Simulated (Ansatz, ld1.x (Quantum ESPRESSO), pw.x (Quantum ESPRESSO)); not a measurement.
**Ti: does the PAW potential hold in the solid?**

```
Element                 : titanium (Ti)
Generator               : ld1.x (Quantum ESPRESSO) 7.5
Type                    : PAW
Functional              : PBEsol
Relativity              : scalar-relativistic
Frozen core             : [Ar]
Valence charge          : 4
Reference configuration : 3d2 4s2 4p0
Partial waves           : 4s (bound): rcut 3.35, rcutus 3.60 bohr; 4s channel at 0.8 Ry: rcut 3.35, rcutus 3.60 bohr; 4p (bound, empty): rcut 2.85, rcutus 3.40 bohr; 4p channel at 3.25 Ry: rcut 2.85, rcutus 3.40 bohr; 3d (bound): rcut 1.80, rcutus 1.95 bohr; 3d channel at 2.75 Ry: rcut 1.80, rcutus 1.95 bohr
Local potential         : all-electron potential smoothed inside 1.55 bohr (lloc = -2)
Core correction         : Bessel-smoothed model core inside 1.80 bohr
Augmentation charge     : PSQ, inside the norm-conserving radii
```

Crystal test: bcc Ti in pw.x 7.5, no spin, 14³ k-points, Fermi–Dirac smearing 0.01 Ry, cutoffs 40/320 Ry. The lattice is a test structure that the element need not adopt, and mesh and smearing are coarse.

pw.x input:

```
&control
  calculation='scf', prefix='x', pseudo_dir='./', outdir='./tmp', tstress=.true., disk_io='none'
/
&system
  ibrav=0, nat=1, ntyp=1, ecutwfc=40, ecutrho=320, nbnd=9,
  occupations='smearing', smearing='fd', degauss=0.01
/
&electrons
  conv_thr=1e-09, mixing_beta=0.4, electron_maxstep=70
/
ATOMIC_SPECIES
Ti 1.0 Ti.UPF
CELL_PARAMETERS angstrom
  -1.60841916 1.60841916 1.60841916
  1.60841916 -1.60841916 1.60841916
  1.60841916 1.60841916 -1.60841916
ATOMIC_POSITIONS crystal
Ti 0.0000 0.0000 0.0000
K_POINTS automatic
14 14 14 0 0 0
```

```bash
pw.x < Ti.scf.in > Ti.scf.out
```

Problem. How does the run end?

Solution. It converges; the pressure is 6.29 GPa against 0.09 GPa from all-electron LAPW. The largest radius (3.60 bohr) exceeds half the bond length (2.63 bohr), so the spheres overlap, which is one possible source of error among others. This is a poor potential for the solid. Atomic configuration tests: test run stopped at test 4 of 7 (negative rho), 1 before it not solved. The logarithmic derivative shows an extra or strongly shifted pseudo pole above the reference energy (s near 0.37 Ry). The log shows:

```
     Exchange-correlation= SLA  PW   PSX  PSC
     number of k points=   104  Fermi-Dirac smearing, width (Ry)=  0.0100
     iteration #  1     ecut=    40.00 Ry     beta= 0.40
     total energy              =     -85.63234683 Ry
     estimated scf accuracy    <       0.12838306 Ry
     iteration #  2     ecut=    40.00 Ry     beta= 0.40
     total energy              =     -85.63331195 Ry
     estimated scf accuracy    <       0.00456717 Ry
     iteration #  3     ecut=    40.00 Ry     beta= 0.40
     total energy              =     -85.63735443 Ry
     estimated scf accuracy    <       0.02378868 Ry
     iteration #  4     ecut=    40.00 Ry     beta= 0.40
     total energy              =     -85.63586669 Ry
     estimated scf accuracy    <       0.07176063 Ry
     [... 10 iterations left out ...]
     iteration # 15     ecut=    40.00 Ry     beta= 0.40
     total energy              =     -85.64237616 Ry
     estimated scf accuracy    <       0.00000002 Ry
     iteration # 16     ecut=    40.00 Ry     beta= 0.40
     total energy              =     -85.64237617 Ry
     estimated scf accuracy    <          4.8E-09 Ry
     iteration # 17     ecut=    40.00 Ry     beta= 0.40
     total energy              =     -85.64237616 Ry
     estimated scf accuracy    <       0.00000002 Ry
     iteration # 18     ecut=    40.00 Ry     beta= 0.40
     the Fermi energy is     7.8703 ev
!    total energy              =     -85.64237616 Ry
     estimated scf accuracy    <          3.5E-11 Ry
     smearing contrib. (-TS)   =      -0.00970139 Ry
     The total energy is F=E-TS. E is the sum of the following terms:
     one-electron contribution =       6.22410272 Ry
     hartree contribution      =       0.62419329 Ry
     xc contribution           =     -12.76039352 Ry
     ewald contribution        =      -9.57859471 Ry
     one-center paw contrib.   =     -70.14198256 Ry
     convergence has been achieved in  18 iterations
          total   stress  (Ry/bohr**3)                   (kbar)     P=       62.94
     Message from routine punch:
     Nothing written, as per user request (disk_io='none')
```
